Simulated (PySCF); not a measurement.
**C: electron affinity**

C⁻ [He] 2s2 2p3 (4S) → C [He] 2s2 2p2 (3P), as a difference of total energies. Calculation: PySCF 2.14, in def2-QZVPPD (8s4p4d2f1g, 63 functions); the non-relativistic Hamiltonian (point nucleus). Correlated levels: valence: 1s2 frozen; valence and next inner shell: nothing frozen. The calculations carry no spin-orbit coupling.

Order these methods by the electron affinity they give, lowest first.
A. SCS-MP2 (valence and next inner shell)
B. r2SCAN
C. revPBE
D. UHF

D (0.399 eV), A (0.912 eV), C (1.314 eV), B (1.358 eV).

Errors of the correlated levels include the incompleteness of this basis and the frozen core.

In the anion the highest occupied orbital energy is positive at LDA, PBE, PBE0, r2SCAN, TPSS, PW91, revPBE, r2SCAN0, a self-interaction effect; the basis confines that electron, and the energy difference can still be sensible.

For comparison: 1.262 eV (measured; photodetachment measurements, as compiled on the Wikipedia data page of electron affinities).
